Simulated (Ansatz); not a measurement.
Reaction (SMILES): F[CH]F → C atom + 2 F atom + H atom
B3LYP-D3(BJ)/def2-TZVP geometries, fixed; electronic energies without zero-point terms.

How fast the atomisation energy converges with the basis for several methods (Ansatz, an electronic-structure program): deviation from each method's own reference, in kcal/mol. References: B3LYP 329.55 kcal/mol, the value in pcseg-4; CCSD(T) 327.78 kcal/mol, Hartree-Fock in cc-pVQZ plus the correlation part extrapolated as X^-3 from cc-pVTZ and cc-pVQZ; HF 225.92 kcal/mol, the value in pcseg-4; MP2 343.04 kcal/mol, Hartree-Fock in aug-cc-pVQZ plus the correlation part extrapolated as X^-3 from aug-cc-pVTZ and aug-cc-pVQZ; PBE 348.40 kcal/mol, the value in pcseg-4; r2SCAN 336.23 kcal/mol, the value in pcseg-4. Cartesian d functions, on some or all atoms, in 6-31G*; all else is spherical. In correlated methods cores are frozen. Open shells are unrestricted. No added dispersion term, no relativity. 

```csv
basis,functions,B3LYP,CCSD(T),HF,MP2,PBE,r2SCAN
pcseg-0,29,-27.54,-67.22,-38.24,-75.95,-23.66,-30.20
3-21G,29,-14.37,-58.59,-30.77,-69.29,-9.03,-17.54
6-31G*,47,1.66,-24.94,-4.13,-27.65,3.93,-0.01
6-311G**,60,-4.57,-24.94,-7.58,-27.85,-2.72,-5.02
cc-pVTZ,104,-0.11,-9.72,-1.47,-10.86,0.74,-0.39
def2-TZVPD,126,-0.99,-10.18,-1.22,-11.11,-0.65,-1.15
cc-pVQZ,195,0.24,-3.75,-0.63,-4.74,0.77,-0.18
def2-QZVPPD,228,-0.42,-3.38,-0.49,-4.30,-0.35,-0.56
```

Mean absolute deviation over 6-311G**, cc-pVTZ, def2-TZVPD: PBE 1.37, B3LYP 1.89, r2SCAN 2.19, HF 3.43, CCSD(T) 14.95, MP2 16.61 kcal/mol.
